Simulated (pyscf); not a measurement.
Concerted two-bond exchange: HB=O (SMILES B=O) + H₂C=CH₂ (SMILES C=C) → H₂B–OH (SMILES BO) + HC≡CH (SMILES C#C)

Gas phase, singlet surface, charge 0. Bonds broken: C4–H6, C5–H8. Bonds formed: B1–H6, O2–H8. Optimised with ωB97X-D3(BJ)/def2-SVP in PySCF. MP2 and CC: frozen core, UHF for open shells. ΔMP2 is the change of the MP2 total energy from the triple- to the quadruple-zeta basis.

Transition state (Å):

```xyz
9

B      0.8803    -0.1477     1.2109
O      1.0360     1.0425     0.7521
H      1.5985    -0.8413     1.8807
C     -1.4591    -0.1768     0.0616
C     -1.2588     0.9896    -0.3634
H     -0.2850    -0.6678     0.8656
H     -2.0162    -1.0971     0.1992
H      0.0854     1.2603     0.1820
H     -1.7599     1.7516    -0.9544
```

One imaginary mode, 1378i cm⁻¹; descent along it reached the two sides named, in the forms told below.

| bond | change | reactant side (Å) | saddle | product side |
|---|---|---|---|---|
| C4–H6 | breaks | 1.096 | 1.505 | 3.2 |
| C5–H8 | breaks | 1.095 | 1.476 | 2.382 |
| B1–H6 | forms | 3.0 | 1.322 | 1.218 |
| O2–H8 | forms | 2.531 | 1.130 | 0.969 |

Electronic energies relative to the separated reactants (kcal/mol):

```
level                             barrier  reaction energy  reverse barrier
--------------------------------  -------  ---------------  ---------------
ωB97X-D3(BJ)/def2-TZVP               65.2            +36.2             29.0
PBE/def2-TZVP                        53.5            +37.9             15.6
r²SCAN/def2-TZVP                     55.5            +37.1             18.4
B3LYP-D3(BJ)/def2-TZVP               61.5            +36.9             24.6
PBE0-D3(BJ)/def2-TZVP                58.1            +36.9             21.2
M06-2X/def2-TZVP                     62.1            +32.7             29.5
ωB97M-D3(BJ)/def2-TZVP               64.8            +35.8             28.9
HF/def2-TZVP                         86.8            +32.1             54.8
MP2/def2-QZVPP                       65.2            +34.1             31.1
CCSD/def2-TZVPP                      70.0            +33.5             36.4
CCSD(T)/def2-TZVPP                   65.6            +34.2             31.4
CCSD(T)/def2-TZVPP + ΔMP2(QZVPP)     65.5            +34.2             31.3
```

With CCSD(T)/def2-TZVPP + ΔMP2(QZVPP) energies and thermal terms (ideal gas, 1 atm, RRHO with modes under 100 cm⁻¹ raised to 100, one conformer, R ln 2 for chiral ones without a mode under 150 cm⁻¹), in kcal/mol:

```
T (K)   ΔH‡    ΔG‡     ΔH     ΔG
-----  ----  -----  -----  -----
298    61.3   71.2  +32.8  +32.2
600    61.7   81.2  +33.3  +31.5
900    62.5   90.8  +33.7  +30.5
1200   63.3  100.1  +33.9  +29.3
```

On the product side the descent ends in a complex, 4.1 kcal/mol under the separated species and 33.1 kcal/mol under the saddle at ωB97X-D3(BJ)/def2-TZVP. The same reactants have a lower exit, to cyclic C₂H₅BO (SMILES B1CCO1) (barrier +33.3 kcal/mol at ωB97M-D3(BJ), against +64.8 kcal/mol here). This is the saddle that the search found; another between the same sides may lie lower. The CCSD(T) − MP2 part came from Ansatz, without density fitting, on the same reference.
